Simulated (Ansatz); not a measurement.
Geometry optimisation, UKS r2SCANh-D4/def2-SVP in Ansatz 0.2.0.

Input file:

```yaml
crystal:
  periodic: [false, false, false]
  atoms:
    - { symbol: C, position_ang: [-1.54274, -1.52363, -0.06354] }
    - { symbol: B, position_ang: [-0.58224, -0.57118, -0.02291] }
    - { symbol: Si, position_ang: [0.79142, 0.78107, 0.03263] }
    - { symbol: H, position_ang: [-2.29725, -2.26855, -0.09168] }
    - { symbol: H, position_ang: [0.82046, 1.63718, -1.16972] }
    - { symbol: H, position_ang: [0.65419, 1.7149, 1.16788] }
    - { symbol: H, position_ang: [2.15617, 0.23021, 0.14734] }
magnetization:
  spin_polarized: true
  initial_magnetization: 1
basis:
  gaussian: { orbitals: def2-SVP }
hamiltonian:
  xc: r2scanh
  dispersion: d4
relax:
  f_tol: 0.02
  max_steps: 40
```

Command:

```bash
$ ansatz run input.yaml --threads 2 --pin off --max-ram 3072MiB --backend cpu --events-out ev --progress --plain --runs-dir out
```

Question: Where does it end, and by what steps?

Answer: It converged. The force dipped under the threshold on the way, but the program's further checks kept it going. After 5 steps the energy has fallen by 0.068 eV; H5 moved furthest, 0.09 Å.

```csv
step,energy less start (eV),largest force component (eV/Å),accepted
0,0.0000,0.676,yes
1,-0.0634,0.202,yes
2,-0.0675,0.026,yes
3,-0.0677,0.015,yes
4,-0.0678,0.011,yes
5,-0.0679,0.003,yes
```

```xyz
7
Properties=species:S:1:pos:R:3
C -1.548 -1.523 -0.070
B -0.567 -0.571 -0.002
Si 0.838 0.814 0.054
H -2.322 -2.274 -0.123
H 0.755 1.601 -1.213
H 0.647 1.744 1.204
H 2.198 0.209 0.149
```

Whether the end is a true minimum wasn't checked by a vibrational analysis.

Time of the run: 2.1 min on 2 threads of Arm Neoverse N1, with other jobs on the host, peak memory 0.2 GiB.
